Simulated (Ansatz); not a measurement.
## C (R-3m, No. 166, 2 atoms in the cell; start mp-169; another form than the element's usual one)

Computed with r²SCAN-D4 (plane waves, PAW; Ansatz, a first-principles code).

Run with plane-wave cutoff 500 eV, 18×18×12 k mesh (along the axes of the cell as run), gaussian smearing 0.02 eV, scalar-relativistic PAW data made under PBE.

Cell (relaxed at this level):

```
CELL_PARAMETERS angstrom
      2.12450    -1.22660    -0.01200
      2.12450     1.22660    -0.01200
     -1.39677     0.00000     3.37955
ATOMIC_POSITIONS crystal
  C  0.83336 0.83336 0.00008
  C  0.16664 0.16664 0.99992
```

```
Quantity                        Value
--------  ---------------------------
band gap  0.67 eV (on the SCF k mesh)
```

Note: the relaxation could not lower the start's symmetry, so the cell can be a saddle point above a distorted one.

Static lattice: no zero-point or thermal effects.

Cost on a shared machine: very roughly 100 core-seconds.

A start named mp-… is a Materials Project structure, which need not be a measured phase.
